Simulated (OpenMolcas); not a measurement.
# AlPH4O (SMILES [AlH2][O]P): a first try and a second

Aim: the energy of AlPH4O at SOS-MP2/ANO-L-MB (Cholesky decomposition, electric field -0.02 a.u., field axis y).

The results are computed with OpenMolcas 26.06.

3 further runs of the same task are left out: 1 that didn't finish, 2 set aside as unsound or not needed.

### Step 1. The molecule

AlPH4O has 7 atoms, charge 0, and is taken as a singlet. As SMILES, `[AlH2][O]P`. Geometry: a GFN2-xTB relaxation, a rough one for these elements and not checked as a minimum. This is one conformer, not always the lowest.

Bond lengths: Al1–O2 1.665 Å, O2–P3 1.667 Å, Al1–H4 1.529 Å, Al1–H5 1.531 Å, P3–H6 1.405 Å, P3–H7 1.408 Å. Angles: Al1–O2–P3 179.3°, O2–Al1–H4 119.0°, O2–Al1–H5 117.8°, O2–P3–H6 95.9°, O2–P3–H7 96.0°, H4–Al1–H5 123.2°, H6–P3–H7 90.9°.

### Step 2. First attempt

calc.input

```
&GATEWAY
 BasisSet
 Al.ANO-RCC-DZP....
 Al1 -1.235120 0.334860 -0.834690 angstrom
 End of Basis
 BasisSet
 O.ANO-RCC-DZP....
 O2 0.260140 -0.003850 -0.186030 angstrom
 End of Basis
 BasisSet
 P.ANO-RCC-DZP....
 P3 1.766500 -0.337580 0.446410 angstrom
 End of Basis
 BasisSet
 H.ANO-RCC-DZP....
 H4 -1.781220 -0.559570 -1.947550 angstrom
 H5 -2.014580 1.516740 -0.251980 angstrom
 H6 1.641170 0.500830 1.566900 angstrom
 H7 1.363110 -1.451440 1.206940 angstrom
 End of Basis

&SEWARD
 Low

&FFPT
 Dipole
 Y 0.02

&SCF
 PrOrbitals=1 1

&MBPT2
 SOSMP2
 Frozen=11
```

The run is started by

```
$ export MOLCAS_MEM=1860
$ pymolcas calc.input > calc.log
```

Standard output:

```text
--- Start Module: gateway ---

                                              &GATEWAY

                       available to each process: 1.9 GB of memory, 1 thread

 ###############################################################################
 ###    ERROR: Basis set file <dir>
 ###    does not exist!                                                      ###
 ###    (1) For a valence basis set: check the spelling of                   ###
 ###    the basis set label and that the basis set file is                   ###
 ###    present in the basis set library directory.                          ###
 ###    (2) For an external auxiliary basis set: check that                  ###
 ###    the basis set file is present in the appropiate basis                ###
 ###    set library subdirectory.                                            ###
 ###############################################################################
--- Stop Module: gateway /rc=_RC_INPUT_ERROR_ ---

.####################.
.# User input error #.
.####################.

    Timing: Wall=0.04 User=0.02 System=0.02
```

Run time: 0.32 s. Hardware: 1 thread of Arm Neoverse N1, shared host; peak memory 0.25 GiB.

### Step 3. Diagnosis

The program refused the input.

The log says `does not exist`. The fault: the input names a basis that the program doesn't know.

### Step 4. Try two

calc.inp

```
>>> EXPORT MOLCAS_PRINT=2

&GATEWAY
 BasisSet
 Al.ANO-L-MB....
 Al1 -1.235120 0.334860 -0.834690 angstrom
 End of Basis
 BasisSet
 O.ANO-L-MB....
 O2 0.260140 -0.003850 -0.186030 angstrom
 End of Basis
 BasisSet
 P.ANO-L-MB....
 P3 1.766500 -0.337580 0.446410 angstrom
 End of Basis
 BasisSet
 H.ANO-L-MB....
 H4 -1.781220 -0.559570 -1.947550 angstrom
 H5 -2.014580 1.516740 -0.251980 angstrom
 H6 1.641170 0.500830 1.566900 angstrom
 H7 1.363110 -1.451440 1.206940 angstrom
 End of Basis

&SEWARD
 Low

&FFPT
 Dipole
 Y 0.02

&SCF
 PrOrbitals
 1 1

&MBPT2
 SOSMP2
 Frozen
 11
```

The run is started by

```
$ export MOLCAS_MEM=1860
$ pymolcas calc.inp > calc.log
```

Standard output:

```text
--- Start Module: gateway ---
[...]
--- Stop Module: gateway /rc=_RC_ALL_IS_WELL_ ---
[...]
      Basis functions           27
[...]
--- Start Module: scf ---
[...]
       Convergence after  10 Iterations
[...]
::    Total SCF energy                               -659.6330984054
[...]
      Total spin, S                                     0.0000000000
[...]
      Total electronic charge=   40.000000
      Total            charge=   -0.000000
[...]
      Dipole Moment (debye):
      Origin of the operator (angstrom)=    0.3174   -0.0189   -0.1422
                   X=  6.5679E-02               Y= -1.5004E+00               Z=  7.8281E-01           Total=  1.6936E+00
      Quadrupole Moment (debye*angstrom):
[...]
--- Stop Module: scf /rc=_RC_ALL_IS_WELL_ ---
[...]
--- Start Module: mbpt2 ---
[...]
WARNING!
Default frozen orbitals as non valence orbitals is overwritten by user input.
Default values:   8
[...]
::    Total MBPT2 energy                             -659.7474835166
[...]
--- Stop Module: mbpt2 /rc=_RC_ALL_IS_WELL_ ---
[...]
```

Wall time 3.9 s (1 thread of Arm Neoverse N1, shared host); peak memory 0.25 GiB.

### Step 5. Summary of results

Level: SOS-MP2/ANO-L-MB (Cholesky decomposition, electric field -0.02 a.u., field axis y).

| quantity | value |
| --- | --- |
| total energy | -659.74748 Eh |
| dipole moment (mean-field density) | 1.69 D |
| HOMO–LUMO gap (Hartree–Fock orbitals) | 11.08 eV |
| correlation energy (11 core orbitals frozen) | -114.4 mEh |

In words: Mulliken charges of the mean-field density run from -0.91 on O2 to +1.01 on Al1.
